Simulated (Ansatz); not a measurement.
# SiHCl + SiH4: a complex and its separated parts

Aim: how far the complex at one end of a reaction step lies below its separated, relaxed parts, level by level.

Method: PBE0-D4/def2-TZVP structures, single points in def2-TZVPP, no counterpoise correction; program: Ansatz 0.2.0, Gaussian basis.

Levels: SPW92, PBE-D4, BLYP-D4, r2SCAN-D4, B97M-V, PBE0-D4, B3LYP-D4, r2SCAN0-D4, BHLYP-D4, CAM-B3LYP-D4, wB97X-V, wB97M-V, B2PLYP, PBE-QIDH, RPA on PBE, Hartree-Fock, MP2, CCSD, CCSD(T).

Correlated methods freeze the cores. B3LYP uses VWN-RPA correlation. B2PLYP carries no dispersion term here.

56 further runs of the same task are left out: 56 set aside as unsound or not needed.

## 1. Where the work starts

The complex: 8 atoms, charge 0, spin multiplicity 1.

Atoms are counted from 1 here; the program's logs count them from 0.

Bond lengths: Si1–H4 1.521 Å, Si1–Cl5 2.103 Å, Si2–H3 1.547 Å, Si2–H6 1.489 Å, Si2–H7 1.477 Å, Si2–H8 1.478 Å. Angles: H4–Si1–Cl5 97.6°, H3–Si2–H6 99.1°, H3–Si2–H7 112.7°, H3–Si2–H8 109.3°, H6–Si2–H7 110.1°, H6–Si2–H8 110.4°, H7–Si2–H8 114.2°.

Geometry (Å):

```xyz
8

Si   -1.5320    0.5652   -0.1778
Si    0.9747   -0.1824    0.6265
H    -0.1079   -0.6374   -0.3797
H    -2.1312   -0.7573   -0.6312
Cl   -1.1891    1.3820   -2.0855
H     2.0708   -1.1091    0.2289
H     1.3939    1.2182    0.4173
H     0.5209   -0.4793    2.0015
```

Its parts: SiHCl holds atoms 1, 4, 5; SiH4 holds atoms 2, 3, 6, 7, 8. Each part counts its atoms afresh in its own runs.

## 2. Relaxing SiHCl alone

The input, relax-a/in.yaml:

```yaml
crystal:
  periodic: [false, false, false]
  atoms:
    - {symbol: Si, position_ang: [-1.532001, 0.565216, -0.177811]}
    - {symbol: H, position_ang: [-2.131223, -0.757268, -0.631248]}
    - {symbol: Cl, position_ang: [-1.189122, 1.382039, -2.085511]}
basis:
  gaussian: {orbitals: def2-TZVP}
hamiltonian: {xc: pbe0, dispersion: d4}
relax: {f_tol: 0.005, max_steps: 200}
```

The run is started by

```sh
ansatz run in.yaml --threads 2 --pin off --events-out ev --progress --plain --max-ram 4352MiB
```

The runs that follow: Relaxing SiH4 alone; SPW92/def2-TZVPP; PBE-D4/def2-TZVPP; BLYP-D4/def2-TZVPP; r2SCAN-D4/def2-TZVPP; B97M-V/def2-TZVPP; PBE0-D4/def2-TZVPP; B3LYP-D4/def2-TZVPP; r2SCAN0-D4/def2-TZVPP; BHLYP-D4/def2-TZVPP; CAM-B3LYP-D4/def2-TZVPP; wB97X-V/def2-TZVPP; wB97M-V/def2-TZVPP; B2PLYP/def2-TZVPP; PBE-QIDH/def2-TZVPP; RPA on PBE/def2-TZVPP; CCSD(T)/def2-TZVPP; Vibrations of SiHCl; Vibrations of SiH4.

What does the calculation give? Wanted: complex less parts, CCSD(T)/def2-TZVPP; with zero-point energy; largest T1 diagnostic.

**Answer**, as computed:

| quantity | value |
| --- | --- |
| complex less parts, CCSD(T)/def2-TZVPP | -7.1 kJ/mol |
| with zero-point energy | +1.5 kJ/mol |
| largest T1 diagnostic | 0.013 |

At CCSD(T) the complex lies 7.1 kJ/mol below its parts. The functionals run from B2PLYP, off by +2.7 kJ/mol, to SPW92, off by -52.4 kJ/mol, against CCSD(T). By rung, the mean size of the error is: LDA 52.4, GGA 19.4, meta-GGA 18.1, hybrid 15.3, range-separated hybrid 6.8, double hybrid 8.7 kJ/mol. PBE-D4 gives a relative energy 30.0 kJ/mol too low, an error of 419 % of the reference. No counterpoise was applied, and triple zeta lacks some correlation, so the CCSD(T) reference has a basis error of its own, and close matches with it are partly luck. The restricted Hartree–Fock reference is unstable towards an unrestricted one at one or more of these structures.
